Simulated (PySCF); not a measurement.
PySCF input (M06-L/def2-TZVPD):

```python
from pyscf import gto, scf, dft

mol = gto.M(
    atom='''
    C    -1.12170049   -0.06477832   -0.00321981
    S     0.70892160    0.04094030    0.00203494
    H    -1.49834475   -0.72773810   -0.79531264
    H    -1.51919535   -0.45321230    0.94541316
    H    -1.59500260    0.91457557   -0.16334069
    ''',
    basis='def2-tzvpd',
    charge=-1,
    spin=0,
    verbose=4,
)

mf = dft.RKS(mol, xc='m06l').density_fit(auxbasis='def2-universal-jkfit')
mf.grids.level = 4
mf.conv_tol = 1e-9
mf.max_cycle = 100
mf.max_memory = 1500
mf.kernel()
if not mf.converged:
    mf = mf.newton()
    mf.kernel(mf.make_rdm1())
mf.analyze()
```

End of the output:

```
Extra cycle  E= -438.133392862392  delta_E= 3.51e-11  |g|= 2.21e-05  |ddm|= 9.97e-05
converged SCF energy = -438.133392862392
**** SCF Summaries ****
Total Energy =                        -438.133392862392327
Nuclear Repulsion Energy =              47.554309329461212
One-electron Energy =                 -704.082405638833734
Two-electron Energy =                  218.394703446980174
Two-electron Coulomb Energy =          250.821318395812511
DFT Exchange-Correlation Energy =      -32.426614948832345
HOMO-LUMO gap [eV] =                     3.096077823755207
**** MO energy ****
MO #1   energy= -88.2330529397313  occ= 2
MO #2   energy= -9.86740137844771  occ= 2
MO #3   energy= -7.59342672789765  occ= 2
MO #4   energy= -5.50639184846043  occ= 2
MO #5   energy= -5.49693880073649  occ= 2
MO #6   energy= -5.49693793527238  occ= 2
MO #7   energy= -0.488003003019699 occ= 2
MO #8   energy= -0.333950570326781 occ= 2
MO #9   energy= -0.177804392919462 occ= 2
MO #10  energy= -0.177803049851715 occ= 2
MO #11  energy= -0.0854610776690912 occ= 2
MO #12  energy= 0.0477096471818288 occ= 2
MO #13  energy= 0.0477128726248559 occ= 2
MO #14  energy= 0.161491634995859  occ= 0
MO #15  energy= 0.172086315688841  occ= 0
MO #16  energy= 0.190301933531025  occ= 0
MO #17  energy= 0.190302661037315  occ= 0
MO #18  energy= 0.239274808322623  occ= 0
MO #19  energy= 0.260635415008274  occ= 0
MO #20  energy= 0.260636769715963  occ= 0
MO #21  energy= 0.279900273369448  occ= 0
MO #22  energy= 0.298786981836877  occ= 0
MO #23  energy= 0.298788464817485  occ= 0
MO #24  energy= 0.336804105291307  occ= 0
MO #25  energy= 0.352182235729124  occ= 0
MO #26  energy= 0.352182762515246  occ= 0
MO #27  energy= 0.37745371432477   occ= 0
MO #28  energy= 0.377455112824729  occ= 0
MO #29  energy= 0.384300014339001  occ= 0
MO #30  energy= 0.403945442945996  occ= 0
MO #31  energy= 0.403948912959814  occ= 0
MO #32  energy= 0.409455317584718  occ= 0
MO #33  energy= 0.452488308884271  occ= 0
MO #34  energy= 0.456352369850748  occ= 0
MO #35  energy= 0.463177241781596  occ= 0
MO #36  energy= 0.463177579954721  occ= 0
MO #37  energy= 0.515079810582655  occ= 0
MO #38  energy= 0.53385904160607   occ= 0
MO #39  energy= 0.533862492492721  occ= 0
MO #40  energy= 0.546661159826919  occ= 0
MO #41  energy= 0.546661832266816  occ= 0
MO #42  energy= 0.577921976125566  occ= 0
MO #43  energy= 0.65486775995128   occ= 0
MO #44  energy= 0.654873797821381  occ= 0
MO #45  energy= 0.687578123796317  occ= 0
MO #46  energy= 0.687579542189616  occ= 0
MO #47  energy= 0.73128116836984   occ= 0
MO #48  energy= 0.765382142917506  occ= 0
MO #49  energy= 0.765382867194227  occ= 0
MO #50  energy= 0.792343642791646  occ= 0
MO #51  energy= 0.852195645925896  occ= 0
MO #52  energy= 0.859587988486983  occ= 0
MO #53  energy= 0.859591764092475  occ= 0
MO #54  energy= 0.91461733858145   occ= 0
MO #55  energy= 0.914619580044162  occ= 0
MO #56  energy= 0.928031786238897  occ= 0
MO #57  energy= 1.11704866247983   occ= 0
MO #58  energy= 1.11705169406899   occ= 0
MO #59  energy= 1.27346939359208   occ= 0
MO #60  energy= 1.27347459011253   occ= 0
MO #61  energy= 1.27977641133194   occ= 0
MO #62  energy= 1.41124462408125   occ= 0
MO #63  energy= 1.80881491637577   occ= 0
MO #64  energy= 1.84966561628691   occ= 0
MO #65  energy= 1.8496728001852    occ= 0
MO #66  energy= 1.87495005360747   occ= 0
MO #67  energy= 1.90966442654843   occ= 0
MO #68  energy= 1.90967413810742   occ= 0
MO #69  energy= 1.93738022046392   occ= 0
MO #70  energy= 1.94894654843938   occ= 0
MO #71  energy= 1.9489502494324    occ= 0
MO #72  energy= 1.98759396694041   occ= 0
MO #73  energy= 2.01558292199591   occ= 0
MO #74  energy= 2.04194933352209   occ= 0
MO #75  energy= 2.04195839779899   occ= 0
MO #76  energy= 2.08041654538549   occ= 0
MO #77  energy= 2.0804189155853    occ= 0
MO #78  energy= 2.10759353317598   occ= 0
MO #79  energy= 2.30366544238028   occ= 0
MO #80  energy= 2.30366835388376   occ= 0
MO #81  energy= 2.30920381369271   occ= 0
MO #82  energy= 2.3125866726166    occ= 0
MO #83  energy= 2.41725168884027   occ= 0
MO #84  energy= 2.41725695003459   occ= 0
MO #85  energy= 2.51231260806497   occ= 0
MO #86  energy= 2.72690096306282   occ= 0
MO #87  energy= 2.72691289227727   occ= 0
MO #88  energy= 2.84090701603061   occ= 0
MO #89  energy= 2.84091344095397   occ= 0
MO #90  energy= 2.89887729751944   occ= 0
MO #91  energy= 2.89888677377431   occ= 0
MO #92  energy= 3.10060768147275   occ= 0
MO #93  energy= 3.32102994420074   occ= 0
MO #94  energy= 3.39683738435531   occ= 0
MO #95  energy= 3.39684438677701   occ= 0
MO #96  energy= 3.58168789768754   occ= 0
MO #97  energy= 3.67767611189303   occ= 0
MO #98  energy= 3.67768064102753   occ= 0
MO #99  energy= 3.8120643711328    occ= 0
MO #100 energy= 3.94047139171883   occ= 0
MO #101 energy= 3.94047395353141   occ= 0
MO #102 energy= 3.97938836695399   occ= 0
MO #103 energy= 4.50025364525123   occ= 0
MO #104 energy= 4.50026468275678   occ= 0
MO #105 energy= 4.65839123372423   occ= 0
MO #106 energy= 9.33518593610429   occ= 0
MO #107 energy= 9.33519264916346   occ= 0
MO #108 energy= 9.68997036145062   occ= 0
MO #109 energy= 19.5052447343072   occ= 0
MO #110 energy= 22.500114541778    occ= 0
 ** Mulliken pop on meta-lowdin orthogonal AOs  **
 ** Mulliken pop  **
pop of  0 C 1s            1.99993
pop of  0 C 2s            1.08494
pop of  0 C 3s            0.00352
pop of  0 C 4s            0.00300
pop of  0 C 5s            0.00049
pop of  0 C 6s            0.00010
pop of  0 C 2px           1.05000
pop of  0 C 2py           1.10155
pop of  0 C 2pz           1.10172
pop of  0 C 3px           0.00057
pop of  0 C 3py           0.00182
pop of  0 C 3pz           0.00182
pop of  0 C 4px           0.00039
pop of  0 C 4py           0.00003
pop of  0 C 4pz           0.00003
pop of  0 C 3dxy          0.00348
pop of  0 C 3dyz          0.00031
pop of  0 C 3dz^2         0.00045
pop of  0 C 3dxz          0.00348
pop of  0 C 3dx2-y2       0.00079
pop of  0 C 4dxy          0.00126
pop of  0 C 4dyz          0.00019
pop of  0 C 4dz^2         0.00021
pop of  0 C 4dxz          0.00127
pop of  0 C 4dx2-y2       0.00028
pop of  0 C 5dxy          0.00392
pop of  0 C 5dyz          0.00043
pop of  0 C 5dz^2         0.00035
pop of  0 C 5dxz          0.00375
pop of  0 C 5dx2-y2       0.00039
pop of  0 C 4f-3          0.00006
pop of  0 C 4f-2          0.00005
pop of  0 C 4f-1          0.00084
pop of  0 C 4f+0          0.00015
pop of  0 C 4f+1          0.00052
pop of  0 C 4f+2          0.00012
pop of  0 C 4f+3          0.00100
pop of  1 S 1s            1.99999
pop of  1 S 2s            1.99989
pop of  1 S 3s            1.85382
pop of  1 S 4s            0.00743
pop of  1 S 5s            0.00031
pop of  1 S 6s            0.00008
pop of  1 S 2px           1.99990
pop of  1 S 2py           1.99996
pop of  1 S 2pz           1.99996
pop of  1 S 3px           1.04400
pop of  1 S 3py           1.92704
pop of  1 S 3pz           1.92999
pop of  1 S 4px           0.00210
pop of  1 S 4py           0.02580
pop of  1 S 4pz           0.02588
pop of  1 S 5px           0.00030
pop of  1 S 5py           0.00129
pop of  1 S 5pz           0.00129
pop of  1 S 6px           0.00033
pop of  1 S 6py           0.00005
pop of  1 S 6pz           0.00005
pop of  1 S 7px           0.00012
pop of  1 S 7py           0.00003
pop of  1 S 7pz           0.00003
pop of  1 S 3dxy          0.00111
pop of  1 S 3dyz          0.00004
pop of  1 S 3dz^2         0.00187
pop of  1 S 3dxz          0.00104
pop of  1 S 3dx2-y2       0.00547
pop of  1 S 4dxy          0.00135
pop of  1 S 4dyz          0.00003
pop of  1 S 4dz^2         0.00005
pop of  1 S 4dxz          0.00134
pop of  1 S 4dx2-y2       0.00013
pop of  1 S 5dxy          0.00175
pop of  1 S 5dyz          0.00004
pop of  1 S 5dz^2         0.00010
pop of  1 S 5dxz          0.00173
pop of  1 S 5dx2-y2       0.00028
pop of  1 S 4f-3          0.00027
pop of  1 S 4f-2          0.00000
pop of  1 S 4f-1          0.00002
pop of  1 S 4f+0          0.00011
pop of  1 S 4f+1          0.00009
pop of  1 S 4f+2          0.00019
pop of  1 S 4f+3          0.00015
pop of  2 H 1s            0.92022
pop of  2 H 2s            0.00435
pop of  2 H 3s            0.00186
pop of  2 H 2px           0.00101
pop of  2 H 2py           0.00029
pop of  2 H 2pz           0.00046
pop of  2 H 3px           0.00094
pop of  2 H 3py           0.00047
pop of  2 H 3pz           0.00039
pop of  3 H 1s            0.92022
pop of  3 H 2s            0.00435
pop of  3 H 3s            0.00186
pop of  3 H 2px           0.00100
pop of  3 H 2py           0.00010
pop of  3 H 2pz           0.00066
pop of  3 H 3px           0.00094
pop of  3 H 3py           0.00056
pop of  3 H 3pz           0.00029
pop of  4 H 1s            0.92023
pop of  4 H 2s            0.00435
pop of  4 H 3s            0.00186
pop of  4 H 2px           0.00098
pop of  4 H 2py           0.00075
pop of  4 H 2pz           0.00003
pop of  4 H 3px           0.00096
pop of  4 H 3py           0.00024
pop of  4 H 3pz           0.00060
 ** Mulliken atomic charges  **
charge of    0C =     -0.37322
charge of    1S =     -0.83680
charge of    2H =      0.07001
charge of    3H =      0.07001
charge of    4H =      0.07000

WARN: System has nonzero charge -1; the dipole moment is origin-dependent.
Location of origin: [0. 0. 0.]

Dipole moment(X, Y, Z, Debye): -3.27340, -0.18922, -0.00938
```
